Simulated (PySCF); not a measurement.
Species: propionyl chloride, C3H5ClO.
SMILES with atom numbers: `[CH3:1][CH2:2][C:3](=[O:4])[Cl:5]` (hydrogens: H6, H7, H8 on C1; H9, H10 on C2)

Computed with PySCF at PBE0/def2-SVPD, non-relativistic, on one gas-phase PBE0-D3(BJ)/def2-SVP geometry that isn't relaxed in the solvent. The solvent is an IEF-PCM continuum (van der Waals radii × 1.2). Only the electrostatic response of the medium enters.

Gas phase at PBE0/def2-SVPD: HOMO -8.66 eV, LUMO -1.12 eV, dipole 2.93 D.

**Question.** What does the continuum do to the energy, the frontier levels and the dipole at PBE0/def2-SVPD in cyclohexane and chloroform?

**Answer.** 
```csv
solvent,ε,E(solvent) − E(gas) (kcal/mol),polarisation term (kcal/mol),distortion of the solute (kcal/mol),HOMO (eV),LUMO (eV),dipole (D)
cyclohexane,2.017,-1.68,-1.80,0.12,-8.68,-1.10,3.25
chloroform,4.711,-3.04,-3.44,0.40,-8.71,-1.09,3.52
```

The polarisation term is half the interaction of the solute with the surface charges that it induces; the rest is the cost of distorting the solute's density. The sum is the electrostatic part of solvation alone. From cyclohexane to chloroform the lowering changes by a factor 1.80, Onsager's factor (ε − 1)/(2ε + 1) by 1.76 and ε itself by 2.3.

**Question.** Which radius a makes the point-dipole formula ΔE = −[(ε − 1)/(2ε + 1)]·μ²/a³ give the value in chloroform, with the gas-phase dipole?

**Answer.** μ = 1.154 au and |ΔE| = 0.00484 Eh give a = 2.44 Å; the farthest nucleus lies 2.88 Å from the centroid of the nuclei, so such a sphere wouldn't even hold the nuclei. The formula assumes a rigid point dipole at the centre of a sphere.

**Question.** How does the static polarisability (PBE0/def2-SVPD, frozen core, with the continuum's full static response) change?

**Answer.** 
```tsv
medium	isotropic (au)	principal values (au)	⟨r²⟩ of the electrons (bohr²)
gas	55.4	42.6, 53.5, 70.2	612.0
cyclohexane	61.8	47.3, 60.0, 78.0	612.1
chloroform	67.7	52.3, 66.3, 84.6	612.1
```

The isotropic value in chloroform is 1.22 times the gas-phase one; no cavity-field correction is applied. ⟨r²⟩ is taken about the centre of nuclear charge.

The values belong to the conformer `[CH3:1][CH2:2][C:3](=[O:4])[Cl:5]`: C1–C2–C3–O4 1°.
